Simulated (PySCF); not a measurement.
## Basis-set dependence of population analyses: 1,2-dimethoxyethane

1,2-dimethoxyethane, C₄H₁₀O₂.
Bonds: C1–O2, O2–C3, C3–C4, C4–O5, O5–C6. Hydrogens: H7, H8, H9 on C1; H10, H11 on C3; H12, H13 on C4; H14, H15, H16 on C6.

PBE0 throughout (PySCF), one geometry, spherical d and f functions. The structure is a single PBE0-D3(BJ)/def2-SVP conformer in the gas phase; no vibrational or solvent corrections. Atoms taken as equivalent share a column and are averaged.

Mulliken charges (e):

```json
{"basis": "STO-3G", "functions": "40", "C1/C6": "-0.126", "O2/O5": "-0.216", "C3/C4": "-0.039", "H7 (×6)": "+0.078", "H10/H11/H12/H13": "+0.074"}
{"basis": "6-31G", "functions": "74", "C1/C6": "-0.222", "O2/O5": "-0.535", "C3/C4": "-0.057", "H7 (×6)": "+0.163", "H10/H11/H12/H13": "+0.162"}
{"basis": "pcSseg-0", "functions": "74", "C1/C6": "-0.294", "O2/O5": "-0.695", "C3/C4": "-0.099", "H7 (×6)": "+0.216", "H10/H11/H12/H13": "+0.221"}
{"basis": "6-31G*", "functions": "104", "C1/C6": "-0.255", "O2/O5": "-0.474", "C3/C4": "-0.073", "H7 (×6)": "+0.163", "H10/H11/H12/H13": "+0.156"}
{"basis": "def2-SVP", "functions": "134", "C1/C6": "+0.121", "O2/O5": "-0.412", "C3/C4": "+0.151", "H7 (×6)": "+0.032", "H10/H11/H12/H13": "+0.023"}
{"basis": "cc-pVDZ", "functions": "134", "C1/C6": "+0.073", "O2/O5": "-0.329", "C3/C4": "+0.098", "H7 (×6)": "+0.034", "H10/H11/H12/H13": "+0.029"}
{"basis": "pcSseg-1", "functions": "152", "C1/C6": "-0.034", "O2/O5": "-0.514", "C3/C4": "+0.047", "H7 (×6)": "+0.100", "H10/H11/H12/H13": "+0.101"}
{"basis": "6-311+G(2d,p)", "functions": "222", "C1/C6": "-0.217", "O2/O5": "-0.326", "C3/C4": "-0.122", "H7 (×6)": "+0.136", "H10/H11/H12/H13": "+0.129"}
{"basis": "aug-cc-pVDZ", "functions": "228", "C1/C6": "+0.722", "O2/O5": "-0.553", "C3/C4": "+0.818", "H7 (×6)": "-0.166", "H10/H11/H12/H13": "-0.245"}
{"basis": "def2-TZVP", "functions": "246", "C1/C6": "-0.221", "O2/O5": "-0.273", "C3/C4": "-0.029", "H7 (×6)": "+0.117", "H10/H11/H12/H13": "+0.086"}
{"basis": "IGLO-III", "functions": "310", "C1/C6": "-0.237", "O2/O5": "-0.266", "C3/C4": "-0.060", "H7 (×6)": "+0.117", "H10/H11/H12/H13": "+0.107"}
{"basis": "cc-pVTZ", "functions": "320", "C1/C6": "-0.103", "O2/O5": "-0.258", "C3/C4": "+0.034", "H7 (×6)": "+0.074", "H10/H11/H12/H13": "+0.053"}
```

IAO charges (e):

| basis | functions | C1/C6 | O2/O5 | C3/C4 | H7 (×6) | H10/H11/H12/H13 |
| --- | --- | --- | --- | --- | --- | --- |
| STO-3G | 40 | -0.261 | -0.219 | -0.129 | +0.124 | +0.118 |
| 6-31G | 74 | -0.235 | -0.365 | -0.073 | +0.139 | +0.127 |
| pcSseg-0 | 74 | -0.215 | -0.366 | -0.067 | +0.134 | +0.124 |
| 6-31G* | 104 | -0.193 | -0.378 | -0.042 | +0.128 | +0.115 |
| def2-SVP | 134 | -0.183 | -0.376 | -0.036 | +0.124 | +0.112 |
| cc-pVDZ | 134 | -0.192 | -0.376 | -0.041 | +0.127 | +0.114 |
| pcSseg-1 | 152 | -0.191 | -0.385 | -0.041 | +0.129 | +0.116 |
| 6-311+G(2d,p) | 222 | -0.201 | -0.393 | -0.045 | +0.133 | +0.120 |
| aug-cc-pVDZ | 228 | -0.200 | -0.391 | -0.044 | +0.132 | +0.119 |
| def2-TZVP | 246 | -0.199 | -0.391 | -0.044 | +0.132 | +0.119 |
| IGLO-III | 310 | -0.202 | -0.393 | -0.045 | +0.133 | +0.120 |
| cc-pVTZ | 320 | -0.201 | -0.388 | -0.044 | +0.132 | +0.119 |

Hirshfeld charges (e):

| basis | functions | C1/C6 | O2/O5 | C3/C4 | H7 (×6) | H10/H11/H12/H13 |
| --- | --- | --- | --- | --- | --- | --- |
| STO-3G | 40 | +0.035 | -0.148 | +0.059 | +0.013 | +0.008 |
| 6-31G | 74 | -0.021 | -0.166 | +0.016 | +0.037 | +0.030 |
| pcSseg-0 | 74 | -0.028 | -0.144 | +0.011 | +0.036 | +0.026 |
| 6-31G* | 104 | -0.024 | -0.151 | +0.011 | +0.036 | +0.029 |
| def2-SVP | 134 | -0.037 | -0.132 | -0.001 | +0.037 | +0.029 |
| cc-pVDZ | 134 | -0.037 | -0.123 | -0.001 | +0.036 | +0.027 |
| pcSseg-1 | 152 | -0.038 | -0.139 | -0.002 | +0.039 | +0.031 |
| 6-311+G(2d,p) | 222 | -0.039 | -0.146 | -0.007 | +0.040 | +0.036 |
| aug-cc-pVDZ | 228 | -0.045 | -0.141 | -0.011 | +0.042 | +0.036 |
| def2-TZVP | 246 | -0.043 | -0.140 | -0.008 | +0.040 | +0.035 |
| IGLO-III | 310 | -0.046 | -0.141 | -0.011 | +0.042 | +0.036 |
| cc-pVTZ | 320 | -0.044 | -0.134 | -0.008 | +0.040 | +0.033 |

Some averages cover members that differ in this geometry, most widely: H7 (×6), Mulliken in aug-cc-pVDZ -0.322 to -0.087; H7 (×6), Mulliken in cc-pVTZ +0.059 to +0.104; H7 (×6), IAO in 6-31G +0.126 to +0.166; H7 (×6), IAO in aug-cc-pVDZ +0.120 to +0.157 e.

Which scheme is steadiest as the basis changes?

Largest range over the bases for any column: Hirshfeld 0.08 e, IAO 0.17 e, Mulliken 1.02 e. Hirshfeld charges move least and Mulliken charges most, counted in e. Without the minimal STO-3G basis the ranges are Hirshfeld 0.04, IAO 0.05, Mulliken 1.02 e.

How much do the charges still move between the two largest bases, IGLO-III and cc-pVTZ?

At most, over all atoms: Mulliken 0.134 e, IAO 0.004 e, Hirshfeld 0.007 e.

What do the same runs give for the total energy and the frontier levels?

```json
{"basis": "STO-3G", "energy (Eh)": "-304.5678", "HOMO (eV)": "-4.08", "LUMO (eV)": "7.93"}
{"basis": "6-31G", "energy (Eh)": "-308.3908", "HOMO (eV)": "-7.11", "LUMO (eV)": "2.56"}
{"basis": "pcSseg-0", "energy (Eh)": "-307.7638", "HOMO (eV)": "-7.19", "LUMO (eV)": "2.32"}
{"basis": "6-31G*", "energy (Eh)": "-308.4908", "HOMO (eV)": "-7.14", "LUMO (eV)": "2.70"}
{"basis": "def2-SVP", "energy (Eh)": "-308.2713", "HOMO (eV)": "-7.26", "LUMO (eV)": "2.03"}
{"basis": "cc-pVDZ", "energy (Eh)": "-308.5125", "HOMO (eV)": "-7.18", "LUMO (eV)": "2.11"}
{"basis": "pcSseg-1", "energy (Eh)": "-308.4644", "HOMO (eV)": "-7.35", "LUMO (eV)": "1.66"}
{"basis": "6-311+G(2d,p)", "energy (Eh)": "-308.5931", "HOMO (eV)": "-7.43", "LUMO (eV)": "0.48"}
{"basis": "aug-cc-pVDZ", "energy (Eh)": "-308.5384", "HOMO (eV)": "-7.41", "LUMO (eV)": "0.02"}
{"basis": "def2-TZVP", "energy (Eh)": "-308.6192", "HOMO (eV)": "-7.41", "LUMO (eV)": "1.37"}
{"basis": "IGLO-III", "energy (Eh)": "-308.6270", "HOMO (eV)": "-7.42", "LUMO (eV)": "0.88"}
{"basis": "cc-pVTZ", "energy (Eh)": "-308.6101", "HOMO (eV)": "-7.37", "LUMO (eV)": "1.39"}
```
